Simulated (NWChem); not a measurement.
Total energies of hydrogen sulfide (H2S)

```xyz
3

S      0.0000     0.0000     0.1056
H     -0.9740     0.0000    -0.8447
H      0.9740     0.0000    -0.8447
```
Charge 0, spin multiplicity 1.

Program: NWChem. All single points use one geometry, from PBE/def2-SVP, a minimum by its harmonic frequencies.

Basis set: cc-pVQZ (119 functions).

```
method       total energy (Ha)  relative cost
-----------  -----------------  -------------
RHF                 -398.71683              1
MP2                 -398.92363        under 3
B2PLYP              -399.28881              3
PBE                 -399.23671        under 3
B3LYP               -399.43583        under 3
LDA (SVWN5)         -398.02183        under 3
CCSD(T)             -398.95508             60
```

Total energies of different functionals aren't comparable as a measure of quality: only differences taken within one method are. Relative cost: rough, from shared machines, SCF included, RHF = 1.

The correlated methods keep 5 core orbitals frozen. B3LYP has NWChem's definition, with VWN1-RPA local correlation. No row is a measurement; the coupled-cluster row has its own basis-set and correlation limits.
